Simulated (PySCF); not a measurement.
**SCS-MP2/6-31G(d) (spherical functions) run of C4H11P (phosphorane, trimethylmethylene-)**

Aim: the vertical ionisation energy of C4H11P (phosphorane, trimethylmethylene-) at SCS-MP2/6-31G* (spherical functions), from 2 runs. The job is set up through a Python script.

The results are computed with PySCF 2.14.0.

### Step 1. The system as given

C4H11P: 16 atoms, total charge 0, spin state singlet. SMILES: `C=P(C)(C)C`. The shape comes from GFN2-xTB, which is rough for such elements, and wasn't checked as a minimum.

Bond lengths: C1–P2 1.703 Å, P2–C3 1.824 Å, P2–C4 1.824 Å, P2–C5 1.885 Å, C1–H6 1.089 Å, C1–H7 1.089 Å, C3–H8 1.088 Å, C3–H9 1.089 Å, C3–H10 1.088 Å, C4–H11 1.089 Å, C4–H12 1.088 Å, C4–H13 1.088 Å, C5–H14 1.090 Å, C5–H15 1.087 Å, C5–H16 1.090 Å. Some angles: C1–P2–C3 108.6°, C1–P2–C4 108.6°, C1–P2–C5 131.2°, C3–P2–C4 105.1°, C3–P2–C5 100.4°, C4–P2–C5 100.3°, P2–C1–H6 111.0°, P2–C1–H7 110.8°, P2–C3–H8 111.3°, P2–C3–H9 109.0°.

### Step 2. A single-point energy at SCS-MP2/6-31G(d) (spherical functions)

job.py

```python
from pyscf import gto, mp

mol = gto.M(
    atom='''
C    0.550920   1.442100  -1.297610
P    0.027620   0.242560  -0.207460
C    0.909800   0.469000   1.372950
C    0.572570  -1.384370  -0.827030
C   -1.694600  -0.194870   0.423000
H    0.314210   2.438250  -0.925890
H    0.116800   1.284150  -2.284260
H    0.707320  -0.350430   2.060160
H    0.592490   1.407710   1.824020
H    1.973760   0.527850   1.153110
H   -0.006610  -1.640340  -1.712710
H    0.440760  -2.157550  -0.072390
H    1.620980  -1.298310  -1.104950
H   -2.328300  -0.413780  -0.436390
H   -1.695150  -1.047100   1.098280
H   -2.102560   0.675140   0.937170
''',
    max_memory=1860,
    basis='6-31g*',
    charge=0,
    verbose=3,
    spin=0,
)

calc0 = mol.RHF()
calc0.conv_tol = 1e-10
calc0.kernel()
if not calc0.converged:
    calc0 = calc0.newton().run(calc0.mo_coeff, calc0.mo_occ)

pt = mp.MP2(calc0, frozen=9).run()
e_final = calc0.e_tot + 1.2 * pt.e_corr_os + pt.e_corr_ss / 3
print('Final energy', e_final)
```

Run with:

```
OMP_NUM_THREADS=1 python job.py
```

Output:

```text
converged SCF energy = -498.529669452389
E(RMP2) = -499.164533272208  E_corr = -0.634863819818536
E(SCS-RMP2) = -499.163542828343  E_corr = -0.633873375954128
Final energy -499.1635428283431
```

Wall time 3.9 s (1 thread of Arm Neoverse V1, shared host); peak memory 0.25 GiB.

### Step 3. The doublet cation, same level

job.py

```python
from pyscf import gto, scf, mp

mol = gto.Mole()
mol.atom = [
    ('C', (0.550920, 1.442100, -1.297610)),
    ('P', (0.027620, 0.242560, -0.207460)),
    ('C', (0.909800, 0.469000, 1.372950)),
    ('C', (0.572570, -1.384370, -0.827030)),
    ('C', (-1.694600, -0.194870, 0.423000)),
    ('H', (0.314210, 2.438250, -0.925890)),
    ('H', (0.116800, 1.284150, -2.284260)),
    ('H', (0.707320, -0.350430, 2.060160)),
    ('H', (0.592490, 1.407710, 1.824020)),
    ('H', (1.973760, 0.527850, 1.153110)),
    ('H', (-0.006610, -1.640340, -1.712710)),
    ('H', (0.440760, -2.157550, -0.072390)),
    ('H', (1.620980, -1.298310, -1.104950)),
    ('H', (-2.328300, -0.413780, -0.436390)),
    ('H', (-1.695150, -1.047100, 1.098280)),
    ('H', (-2.102560, 0.675140, 0.937170)),
]
mol.spin = 1
mol.basis = '6-31g*'
mol.max_memory = 1860
mol.charge = 1
mol.verbose = 3
mol.build()

calc0 = scf.UHF(mol)
calc0.conv_tol = 1e-10
calc0.kernel()
if not calc0.converged:
    calc0 = calc0.newton().run(calc0.mo_coeff, calc0.mo_occ)

pt = mp.MP2(calc0, frozen=9).run()
energy = calc0.e_tot + 1.2 * pt.e_corr_os + pt.e_corr_ss / 3
print('Final energy', energy)
```

Run with:

```
OMP_NUM_THREADS=1 python job.py
```

Output:

```text
converged SCF energy = -498.326938944633  <S^2> = 0.76046211  2S+1 = 2.0104349
E(UMP2) = -498.924026248134  E_corr = -0.597087303500971
E(SCS-UMP2) = -498.924520896828  E_corr = -0.597581952194915
Final energy -498.9245208968277
```

It took 5.7 s on 1 thread of Arm Neoverse V1, shared host; peak memory 0.26 GiB.

### Step 4. What came out

Level: SCS-MP2/6-31G* (spherical functions), 9 core orbitals frozen.

```
                                                                  quantity          value
                                              singlet C4H11P: total energy  -499.16354 Eh
                      singlet C4H11P: dipole moment (Hartree–Fock density)         3.55 D
                       singlet C4H11P: HOMO energy (Hartree–Fock orbitals)       -7.43 eV
                       singlet C4H11P: LUMO energy (Hartree–Fock orbitals)        5.33 eV
                     singlet C4H11P: HOMO–LUMO gap (Hartree–Fock orbitals)       12.76 eV
               singlet C4H11P: correlation energy (9 core orbitals frozen)     -633.9 mEh
                                              doublet cation: total energy  -498.92452 Eh
doublet cation: HOMO energy (Hartree–Fock orbitals) (highest over α and β)      -16.95 eV
 doublet cation: LUMO energy (Hartree–Fock orbitals) (lowest over α and β)       -4.03 eV
               doublet cation: correlation energy (9 core orbitals frozen)     -597.6 mEh
                                                      doublet cation: ⟨S²⟩          0.760
                        vertical ionisation energy (to the doublet cation)       6.504 eV
```

What this shows: Removing an electron at fixed nuclei costs 6.50 eV (150 kcal/mol). Mulliken charges (doublet cation) of the mean-field density run from -0.77 on C4 to +1.02 on P2.
